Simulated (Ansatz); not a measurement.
Cost and result for the atomization energy of C$_{2}$H$_{5}$FS$_{2}$ (`CC(F)(S)S`) (10 atoms, 9 bonds).

Cartesian coordinates in Å:
```
C 0.240 0.839 0.536
C -0.335 -0.137 -0.459
F -1.442 0.448 -1.036
S 0.772 -0.473 -1.876
S -0.778 -1.734 0.258
H 1.139 0.431 0.997
H -0.496 1.045 1.317
H 0.486 1.771 0.026
H 1.780 -0.949 -1.129
H -1.365 -1.241 1.365
```

The species carries charge 0 and has multiplicity 1. All single points use the PBE0-D4/def2-TZVP geometry. It is one conformer, not always the lowest. Program: Ansatz. All runs use 4 threads of an Intel Xeon Platinum 8259CL on a shared host. Times are those of one run each, without the atoms' runs, and a repeat can differ threefold. Electronic energies, without spin–orbit coupling; frozen cores. CCSD(T)/CBS adds CCSD(T) − MP2 in def2-TZVPP to the MP2 limit, and its time is that of the two runs behind it. T1 = 0.012. B3LYP takes the VWN-RPA correlation (the form of Gaussian; ORCA's B3LYP/G).

CCSD(T)/CBS is a level of theory with its own doubt, some kJ/mol a heavy atom from the limit and from the frozen cores, so smaller differences don't rank the functionals.

```
                             level  functions  wall time  atomization (kJ/mol)  difference from CCSD(T)/CBS  per bond
   PBE-D4/def2-TZVPP (with forces)        247      2.9 s                3599.5                         99.4      11.0
                PBE0-D4/def2-TZVPP        247      3.6 s                3518.9                         18.8       2.1
r2SCAN-D4/def2-TZVPP (with forces)        247      4.9 s                3517.0                         16.9       1.9
 B3LYP-D4/def2-TZVPP (with forces)        247        6 s                3484.0                        -16.1      -1.8
                 B2PLYP/def2-TZVPP        247        7 s                3442.1                        -58.0      -6.4
                ωB97X-V/def2-TZVPP        247      8.5 s                3517.2                         17.1       1.9
  ωB97M-V/def2-TZVPP (with forces)        247       12 s                3523.7                         23.6       2.6
                    MP2/def2-QZVPP        461       26 s                3524.1                         24.0       2.7
                CCSD(T)/def2-TZVPP        247       98 s                3396.4                       -103.7     -11.5
                 CCSD(T)/CBS(def2)          –    2.1 min                3500.1                          0.0       0.0
```

From PBE to PBE0 (25 % exact exchange), in def2-TZVPP and without D4, the atomization energy moves by −76.6 kJ/mol: exact exchange takes away binding that semilocal exchange gives to molecules. The D4 term adds +40.4 kJ/mol with B3LYP and +20.9 kJ/mol with PBE0; it sums over pairs of atoms, weighted by their polarisabilities, and B3LYP, whose exchange is more repulsive, gets the larger term. In def2-TZVPP, CCSD(T) changes the Hartree–Fock value by +951.3 kJ/mol (the triples alone add +65.8 kJ/mol) and MP2 by +1018.3 kJ/mol; breaking electron pairs costs correlation energy, which Hartree–Fock lacks.
